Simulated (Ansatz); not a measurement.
## Stretch profile

CH$_{5}$NSi (SMILES C[Si]N), singlet, at its PBE0-D4/def2-TZVP minimum:

C1  (-0.660, 0.825, -0.552)
Si2  (0.964, 0.654, 0.428)
N3  (0.932, -1.034, 0.691)
H4  (-1.026, -0.102, -1.004)
H5  (-0.562, 1.583, -1.334)
H6  (-1.431, 1.195, 0.136)
H7  (1.651, -1.502, 1.220)
H8  (0.225, -1.676, 0.360)
(Å)

The bond length C1–H5 (1.094 Å at the minimum) is set to the values below, the two halves moving rigidly along the bond. Each method's energies count from its own value at the PBE0-D4 minimum structure. Program: Ansatz 0.2.0. Basis: def2-TZVPP. Cores are frozen in the correlated methods.

CCSD(T) energies along the scan:
```json
{"bond length (Å)": "0.897", "CCSD(T) (eV)": "0.949"}
{"bond length (Å)": "0.943", "CCSD(T) (eV)": "0.503"}
{"bond length (Å)": "1.011", "CCSD(T) (eV)": "0.131"}
{"bond length (Å)": "1.090", "CCSD(T) (eV)": "0.000"}
{"bond length (Å)": "1.177", "CCSD(T) (eV)": "0.097"}
{"bond length (Å)": "1.271", "CCSD(T) (eV)": "0.371"}
{"bond length (Å)": "1.371", "CCSD(T) (eV)": "0.767"}
{"bond length (Å)": "1.476", "CCSD(T) (eV)": "1.233"}
{"bond length (Å)": "1.586", "CCSD(T) (eV)": "1.731"}
```
They count from the CCSD(T) energy at the PBE0-D4 minimum.

Largest difference from the CCSD(T) curve over the scan: PBE-D4 0.097; r2SCAN-D4 0.020; MP2 0.124 eV. Each curve counts from its own value at the minimum.

No T1 diagnostic of these runs exceeds 0.016. The restricted Hartree–Fock reference is unstable towards an unrestricted one here.

For scale, one of the runs: CCSD(T)/def2-TZVPP, 174 basis functions (an equivalent command: `ansatz run in.yaml --threads 2`). The run took 26 s on 2 CPU threads (shared host), with 1.5 GiB of host memory at its peak.
